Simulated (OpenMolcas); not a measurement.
# How the cost of CCSD(T) grows with the basis: F2 (fluorine)

The species is F2 (2 atoms), meant as a singlet with charge 0. As SMILES, `FF`. The shape is that of a PBE0-D4/def2-TZVP optimisation.

CCSD(T), 2 core orbitals frozen, energy, OpenMolcas 26.06, on 1 thread of Intel Xeon Platinum 8488C (Sapphire Rapids), shared host. N is the number of basis functions, t the processor time.

| basis | N | t (s) | ln N | ln t |
| --- | --- | --- | --- | --- |
| def2-SVP | 28 | 3.9 | 3.332 | 1.361 |
| def2-SVPD | 46 | 7.1 | 3.829 | 1.960 |
| def2-TZVP | 62 | ? | 4.127 | ? |
| def2-TZVPD | 80 | 26 | 4.382 | 3.258 |

Problem. Fit t = C·Nᵖ to the known rows and estimate the time in def2-TZVP.

Solution. 
1. Means of the 3 rows: ln N = 3.84767, ln t = 2.1930.
2. Σ(Δln N)² = 0.55177, Σ(Δln N·Δln t) = 1.0024, so the slope is 1.0024/0.55177 = 1.8167.
3. Intercept: 2.1930 − (1.8167) × 3.84767 = -4.7971. The largest residual of the fit is 0.199.
4. ln t = -4.7971 + 1.8167 × 4.127, so t ≈ 15 s.

The run took 13 s, so the estimate is too long by a factor of about 1.2. The fitted power is 1.8, with the electron count fixed. The times don't lie on a line: the count of functions alone doesn't set the cost here, and shared hosts add noise.
